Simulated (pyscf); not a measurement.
Optimised with ωB97X-D3(BJ)/def2-SVP in PySCF.

### Question
Estimate by transition-state theory the rate constant of `[CH2]=[C]=[C]=[CH2]` + `[H]` [doublet] → `[CH]=[C]=[C]=[CH2]` [doublet] + `[H][H]` (doublet surface; C–H broken, H–H formed) at 900 K, with ωB97M-D3(BJ)/def2-TZVP energies (ideal gas, 1 atm, RRHO with modes under 100 cm⁻¹ raised to 100, one conformer, R ln 2 for chiral ones without a mode under 150 cm⁻¹; no tunnelling).

### Answer
The electronic barrier is 11.2 kcal/mol and the thermal terms add +15.0, so ΔG‡ = 26.2 kcal/mol. With k_BT/h = 1.88e+13 s⁻¹ and RT = 1.788 kcal/mol, and a volume of 1.23e-19 cm³ per molecule at 1 atm, k = 9.8e-13 cm³ molecule⁻¹ s⁻¹. Wigner's tunnelling factor for 1589i cm⁻¹ would be 1.27. A shift of 1 kcal/mol in the barrier changes k by a factor 1.7. H₂C=C=C=CH₂ lies 7.2 kcal/mol over its isomer HC≡C–CH=CH₂ (electronic energy, ωB97M-D3(BJ)/def2-TZVP). One saddle was located; it need not be the lowest between these sides. The angle at the transferred H is 178°.
